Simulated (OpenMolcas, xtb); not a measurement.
**A ladder of methods for SiHCl2 (SMILES Cl[SiH]Cl)**

The species is SiHCl2 (4 atoms), meant as a doublet with charge 0. As SMILES, `Cl[SiH]Cl`. The coordinates come from a PBE0-D4/def2-TZVP relaxation.

Each level gives the vertical energy of the quartet above the doublet (eV). The values are calculated.

```
             level                kind     program  value (eV)  less FCI/STO-3G
          GFN2-xTB      semi-empirical         xtb        6.81            -2.79
          GFN1-xTB      semi-empirical         xtb        7.99            -1.61
       ROHF/STO-3G        Hartree–Fock  OpenMolcas        9.37            -0.23
     USVWN5/STO-3G                 LDA  OpenMolcas        8.91            -0.69
       UPBE/STO-3G                 GGA  OpenMolcas        8.83            -0.77
   U-r2SCAN/STO-3G            meta-GGA  OpenMolcas        9.03            -0.57
     UB3LYP/STO-3G       global hybrid  OpenMolcas        9.20            -0.40
CASSCF(3,3)/STO-3G      multireference  OpenMolcas        9.60             0.00
        FCI/STO-3G  exact in the basis  OpenMolcas        9.60             0.00
```

FCI/STO-3G is exact within its basis and frozen core, so for wave-function methods in that basis the difference is their error; functionals converge differently with the basis, so for them it is only a difference. The values span 6.81 to 9.60 eV. The xTB rows lack spin polarisation, so open shells miss the exchange term that lowers them. All rows use very small basis sets, so even the best lies far from the true value.
